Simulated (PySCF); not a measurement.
Ligands exchanged one at a time, B H-Cl. Gas-phase values, no solvent. Strings in code marks are SMILES.

The HOMO from two functionals at the same geometries (CAM-B3LYP-D3(BJ)/def2-TZVP), both in PySCF: PBE-D3(BJ)/def2-TZVP and CAM-B3LYP-D3(BJ)/def2-TZVP. 

```tsv
species	PBE-D3(BJ)/def2-TZVP (eV)
0 of 3 H replaced by Cl (`B`)	-8.48
1 of 3 H replaced by Cl (`BCl`)	-7.27
2 of 3 H replaced by Cl (`ClBCl`)	-7.83
3 of 3 H replaced by Cl (`ClB(Cl)Cl`)	-7.65
```

Problem. What does CAM-B3LYP-D3(BJ)/def2-TZVP give for each?

Solution. 
- 0 of 3 H replaced by Cl (`B`): -11.46
- 1 of 3 H replaced by Cl (`BCl`): -10.06
- 2 of 3 H replaced by Cl (`ClBCl`): -10.66
- 3 of 3 H replaced by Cl (`ClB(Cl)Cl`): -10.46
Over these rows, drawn at random from the members with no instability flagged (it was tested for open shells, ions and some series alone), PBE minus CAM-B3LYP-D3(BJ): mean +2.85 eV, from +2.79 eV to +2.98 eV.
